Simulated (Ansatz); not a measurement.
**B2H+ (triplet): from Hartree-Fock to the top rungs, cc-pVDZ**

One table from this session's results is given with a row withheld; the runs are named, their logs left out.

The runs use Ansatz 0.2.0, Gaussian basis; cc-pVDZ, core rule «outside noble gas», up to 2 orbitals frozen.

Plan: UHF; CCSD(T) on ROHF; CCSD(T) on UHF; BCCD(T) on ROHF; CISD; CCSDT(Q) on ROHF; CCSDT(Q) on UHF; CISDTQ; CCSDTQ on ROHF; CCSDTQ on UHF; Full CI.

10 further runs of the same task are left out: 4 for a known fault of the program, 1 that didn't finish, 5 set aside as unsound or not needed.

### What is computed

The geometry is a PBE0/def2-TZVP stationary point (not a proven minimum) of the parent state, kept for this charge and spin.

3 atoms, charge 1, spin multiplicity 3.

Atoms are counted from 1 here; the program's logs count them from 0.

Bond lengths: B1–B2 1.520 Å, B1–H3 1.178 Å. Angles: B2–B1–H3 180.0°.

The first run:

File in.yaml:

```yaml
crystal:
  periodic: [false, false, false]
  atoms:
    - {symbol: B, position_ang: [0.000000, 0.000000, 0.114060]}
    - {symbol: B, position_ang: [0.000000, 0.000000, -1.406367]}
    - {symbol: H, position_ang: [0.000000, 0.000000, 1.292307]}
basis:
  gaussian: {orbitals: cc-pVDZ}
total_charge: 1
magnetization: {spin_polarized: true, initial_magnetization: 2}
hamiltonian: {xc: hf}
output: {orbitals: {seedname: orbitals}}
```

On the command line:

```sh
ansatz run in.yaml --threads 1 --pin off --events-out ev --progress --plain --max-ram 4096MiB --backend cpu
```

Among the steps run: UHF; CCSD(T) on ROHF; CCSD(T) on UHF; BCCD(T) on ROHF; CISD; CCSDT(Q) on ROHF; CCSDT(Q) on UHF; CISDTQ; CCSDTQ on ROHF; CCSDTQ on UHF; Full CI.

One table of the session follows, with a row left open; its other results are not shown here.

```
   method  from FCI (kJ/mol)
     ROHF                  ?
      UHF             +272.7
     RMP2              +74.4
     UMP2              +74.2
     CISD              +15.1
    RCCSD               +8.2
    UCCSD               +8.0
 RCCSD(T)               +2.3
 UCCSD(T)               +2.3
  BCCD(T)               +2.2
   RCCSDT               +0.3
   UCCSDT               +0.2
   CISDTQ               +0.2
RCCSDT(Q)               +0.1
UCCSDT(Q)                0.0
  RCCSDTQ                0.0
  UCCSDTQ                0.0
      FCI                  0
```

Q: Estimate the row for ROHF from the others.

As computed: from FCI (kJ/mol): +276.8. In the column «from FCI (kJ/mol)» it is the highest.

Some runs used a GPU and others CPU threads alone; cost is compared among the CPU runs only.

Among the levels timed on like hardware, those that no quicker one beats, quickest first: CISD (0.64 s, +15.1 kJ/mol); BCCD(T) (0.88 s, +2.2 kJ/mol); UCCSDT(Q) (3.2 s, 0.0 kJ/mol).

To keep in mind: The yardstick is full CI for this spin, exact in this basis with these frozen cores. Levels on UHF freeze UHF's core orbitals, full CI those of ROHF, so the U rows can settle a little off it for that reason alone. Restricted and unrestricted rows rest on different reference determinants; where their highest levels disagree by more than a few hundredths of an eV, they describe different states and don't form one ladder.
